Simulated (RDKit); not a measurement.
RDKit input (UFF):

```python
from rdkit import Chem
from rdkit.Chem import AllChem, rdDetermineBonds

mol = Chem.MolFromXYZFile('mol.xyz')
rdDetermineBonds.DetermineBonds(mol, charge=0)
print('SMILES', Chem.MolToSmiles(Chem.RemoveHs(mol)))
ff = AllChem.UFFGetMoleculeForceField(mol)
e0 = ff.CalcEnergy()
flag = ff.Minimize(maxIts=5000, forceTol=1e-5)
print(f'energy {e0:.4f} -> {ff.CalcEnergy():.4f} kcal/mol, converged: {flag == 0}')
print(Chem.MolToXYZBlock(mol))
```
mol.xyz:
```
9

O      0.00698159    -0.00938093     1.15639185
C      0.01002135     1.09121187     0.35485194
C     -0.00584318    -1.09682594     0.33719784
C     -0.00057460     0.72400222    -0.94957313
C     -0.01096108    -0.70850213    -0.96113124
H      0.01993172     2.04136423     0.85814072
H     -0.00976940    -2.05501900     0.82508919
H     -0.00100663     1.38402074    -1.80017025
H     -0.02086345    -1.35463467    -1.82226699
```

Output:

```
SMILES c1ccoc1
energy 43.2055 -> 32.9232 kcal/mol, converged: True
9

O      0.006978   -0.009102    1.155690
C      0.010107    1.064867    0.400125
C     -0.005376   -1.070979    0.383317
C     -0.000646    0.696279   -0.928681
C     -0.010633   -0.681406   -0.939523
H      0.019709    2.078464    0.777970
H     -0.010512   -2.090429    0.745162
H     -0.001140    1.354373   -1.787219
H     -0.020569   -1.325831   -1.808312
```
